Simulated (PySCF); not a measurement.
**SiP: one state, many levels of theory**

State: ²Π (doublet), unpaired electrons π ↑. Set-up: PySCF, no relativity, basis sets Si def2-TZVPPD, P def2-TZVPPD. De refers to Si + P in their high-spin ground configurations, without counterpoise correction. The functionals are run spin-unrestricted. A positive dipole means Si(−)P(+).

```
       Level  Re (Å)  ωe (cm⁻¹)  De (eV)  μ (D)
        ROHF   2.044        692     1.54  -1.24
    ROHF-MP2   2.079        630     3.40    n/a
ROHF-SCS-MP2   2.078        631     3.45    n/a
   ROHF-CCSD   2.074        638     3.18    n/a
ROHF-CCSD(T)   2.088        613     3.43    n/a
         PBE   2.095        603     3.99  -0.81
      PBEsol   2.088        610     4.23  -0.78
        BLYP   2.103        587     3.94  -0.88
      r²SCAN   2.078        628     3.75  -0.80
       M06-L   2.073        637     3.95  -0.89
        PBE0   2.069        642     3.71  -0.91
   BHandHLYP   2.053        665     3.45  -1.07
      M06-2X   2.059        655     3.94  -1.01
     LC-ωPBE   2.034        696     3.38  -1.01
```

Problem. Which functional lies closest to ROHF-CCSD(T) in De, which farthest, and by how much do they differ from it?

Solution. Closest is BHandHLYP (-3.5 pm in Re, +8.5 % in ωe, +0.02 eV in De against ROHF-CCSD(T) in the same basis), farthest PBEsol (+0.0 pm in Re, -0.5 % in ωe, +0.80 eV in De). CCSD(T) converges more slowly with the basis than the functionals do and binds too weakly in this one, so the order can change at the basis-set limit.

Problem. What does a quarter of exact exchange do here, going from PBE to PBE0?

Solution. PBE0 less PBE: -2.6 pm in Re, +6.5 % in ωe, -0.28 eV in De. Exact exchange removes part of the self-interaction that spreads semilocal densities, and in most molecules shortens and stiffens the bond and lowers De; so it does here.

Problem. What does the step from GGA to meta-GGA do here, going from PBE to r²SCAN?

Solution. r²SCAN less PBE: -1.7 pm in Re, +4.1 % in ωe, -0.24 eV in De. 

Correlated steps freeze 10 core orbitals. UHF is strongly spin-contaminated for SiP, so the ROHF reference used there is far from stable. The state was picked by a PBE0 search and need not be the measured ground state.

The whole job (state search and all levels along the bond) took about 7.9 min on 2 threads of Intel Xeon Platinum 8259CL @ 2.50GHz (shared host), peak memory 4 GiB.
